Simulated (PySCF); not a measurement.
C3H4NS (charge -1).
InChI=1S/C3H5NS/c1-3(5)2-4/h3,5H,1H3/p-1/t3-/m1/s1

Computed, not measured: PBE0-D3(BJ)/def2-SVP geometry optimisation, gas phase in PySCF 2.14.0.

Masses are those of the commonest isotopes; rigid-rotor values at the optimised geometry. 

(1) What are A, B and C (MHz)?

(2) Classify the top.

(3) Is it planar, by Δ = Ic − Ia − Ib?

(4) Give the coordinates in the principal-axis frame, origin at the centre of mass.

(5) Where do the levels up to J = 4 lie, in MHz?

(6) Which types of transition are allowed, and where do some lines up to J = 5 fall?

(7) Estimate the classical rotational partition function at 10 K, 25 K and 200 K.

Answers

(1) Ia = 84.58, Ib = 164.15, Ic = 233.85 u·Å²; 505379 MHz·u·Å²/I gives A = 5975, B = 3079, C = 2161 MHz.

(2) An asymmetric top: κ = (2 × 3079 − 5975 − 2161)/(5975 − 2161) = -0.52.

(3) Not planar: Δ = Ic − Ia − Ib = -14.88 u·Å². For a rigid frame Δ = −2 Σ m c², so Σ m c² = 7.44 u·Å² lies off the ab plane: 4.08 from hydrogen and 3.36 from heavier atoms. The atom farthest from that plane is 1.54 Å away.

(4) The sense of each axis is arbitrary; atoms in the order of the calculation.
```csv
atom,mass (u),a (Å),b (Å),c (Å)
C1,12.000,0.092,-1.806,-0.192
C2,12.000,0.022,-0.410,0.435
S3,31.972,1.411,0.650,-0.074
C4,12.000,-1.256,0.225,0.101
N5,14.003,-2.273,0.725,-0.159
H6,1.008,1.056,-2.254,0.094
H7,1.008,0.090,-1.708,-1.288
H8,1.008,-0.736,-2.472,0.122
H9,1.008,0.004,-0.537,1.538
```

(5) Above 0(0,0):
J = 1: 1(0,1) 5240, 1(1,1) 8136, 1(1,0) 9054
J = 2: 2(0,2) 15534, 2(1,2) 17698, 2(1,1) 20451, 2(2,1) 29140, 2(2,0) 29326
J = 3: 3(0,3) 30556, 3(1,3) 31935, 3(1,2) 37417, 3(2,2) 44860, 3(2,1) 45743, 3(3,1) 61742, 3(3,0) 61766
J = 4: 4(0,4) 49989, 4(1,4) 50749, 4(1,3) 59762, 4(2,3) 65674, 4(2,2) 68081, 4(3,2) 83012, 4(3,1) 83176, 4(4,1) 106227, 4(4,0) 106229

(6) The dipole components (about the centre of mass, as the species is charged) are |μa| = 0.92 D, |μb| = 3.45 D, |μc| = 1.06 D. The squared components, which scale the intensities, stand as 0.07 : 1.00 : 0.09 (a : b : c). Some lines, for components of 0.1 D or more:

```json
{"type": "c", "branch": "Q", "J(Ka,Kc)": "3(1,3) ← 3(0,3)", "MHz": "1379", "lower level (cm⁻¹)": "1.019"}
{"type": "b", "branch": "Q", "J(Ka,Kc)": "4(1,3) ← 4(0,4)", "MHz": "9772", "lower level (cm⁻¹)": "1.667"}
{"type": "c", "branch": "Q", "J(Ka,Kc)": "5(3,3) ← 5(2,3)", "MHz": "13275", "lower level (cm⁻¹)": "3.214"}
{"type": "b", "branch": "Q", "J(Ka,Kc)": "5(3,2) ← 5(2,3)", "MHz": "13900", "lower level (cm⁻¹)": "3.214"}
{"type": "a", "branch": "R", "J(Ka,Kc)": "3(1,2) ← 2(1,1)", "MHz": "16966", "lower level (cm⁻¹)": "0.682"}
{"type": "a", "branch": "R", "J(Ka,Kc)": "4(1,4) ← 3(1,3)", "MHz": "18814", "lower level (cm⁻¹)": "1.065"}
{"type": "a", "branch": "R", "J(Ka,Kc)": "4(0,4) ← 3(0,3)", "MHz": "19433", "lower level (cm⁻¹)": "1.019"}
{"type": "b", "branch": "R", "J(Ka,Kc)": "2(2,0) ← 1(1,1)", "MHz": "21190", "lower level (cm⁻¹)": "0.271"}
{"type": "c", "branch": "Q", "J(Ka,Kc)": "5(4,2) ← 5(3,2)", "MHz": "22573", "lower level (cm⁻¹)": "3.678"}
{"type": "b", "branch": "Q", "J(Ka,Kc)": "5(4,1) ← 5(3,2)", "MHz": "22596", "lower level (cm⁻¹)": "3.678"}
{"type": "b", "branch": "R", "J(Ka,Kc)": "5(0,5) ← 4(1,4)", "MHz": "22925", "lower level (cm⁻¹)": "1.693"}
{"type": "a", "branch": "R", "J(Ka,Kc)": "5(3,2) ← 4(3,1)", "MHz": "27088", "lower level (cm⁻¹)": "2.774"}
{"type": "c", "branch": "R", "J(Ka,Kc)": "3(2,2) ← 2(1,2)", "MHz": "27162", "lower level (cm⁻¹)": "0.590"}
{"type": "b", "branch": "R", "J(Ka,Kc)": "4(2,3) ← 3(1,2)", "MHz": "28256", "lower level (cm⁻¹)": "1.248"}
{"type": "c", "branch": "Q", "J(Ka,Kc)": "5(5,1) ← 5(4,1)", "MHz": "29793", "lower level (cm⁻¹)": "4.432"}
{"type": "b", "branch": "Q", "J(Ka,Kc)": "5(5,0) ← 5(4,1)", "MHz": "29793", "lower level (cm⁻¹)": "4.432"}
{"type": "b", "branch": "Q", "J(Ka,Kc)": "5(5,1) ← 5(4,2)", "MHz": "29816", "lower level (cm⁻¹)": "4.431"}
{"type": "b", "branch": "R", "J(Ka,Kc)": "4(2,2) ← 3(1,3)", "MHz": "36146", "lower level (cm⁻¹)": "1.065"}
{"type": "c", "branch": "R", "J(Ka,Kc)": "5(2,3) ← 4(1,3)", "MHz": "36602", "lower level (cm⁻¹)": "1.993"}
{"type": "b", "branch": "R", "J(Ka,Kc)": "4(3,2) ← 3(2,1)", "MHz": "37268", "lower level (cm⁻¹)": "1.526"}
{"type": "b", "branch": "R", "J(Ka,Kc)": "5(3,3) ← 4(2,2)", "MHz": "41558", "lower level (cm⁻¹)": "2.271"}
{"type": "c", "branch": "R", "J(Ka,Kc)": "5(3,2) ← 4(2,2)", "MHz": "42183", "lower level (cm⁻¹)": "2.271"}
{"type": "b", "branch": "R", "J(Ka,Kc)": "5(3,2) ← 4(2,3)", "MHz": "44590", "lower level (cm⁻¹)": "2.191"}
{"type": "c", "branch": "R", "J(Ka,Kc)": "5(4,1) ← 4(3,1)", "MHz": "49684", "lower level (cm⁻¹)": "2.774"}
{"type": "b", "branch": "R", "J(Ka,Kc)": "5(5,1) ← 4(4,0)", "MHz": "56424", "lower level (cm⁻¹)": "3.543"}
{"type": "c", "branch": "R", "J(Ka,Kc)": "5(5,1) ← 4(4,1)", "MHz": "56427", "lower level (cm⁻¹)": "3.543"}
{"type": "b", "branch": "R", "J(Ka,Kc)": "5(5,0) ← 4(4,1)", "MHz": "56427", "lower level (cm⁻¹)": "3.543"}
```

(7) Point group C1, symmetry number σ = 1; q = (√π/σ)·√((kT/h)³/(ABC)), k/h = 20836.6 MHz/K: 846 at 10 K, 3340 at 25 K, 75600 at 200 K.

No frequency check. Zero-point vibration and centrifugal distortion are left out. A rigid rotor knows nothing of internal rotation, which can split or shift real lines. Quadrupole hyperfine structure (14N) is left out.
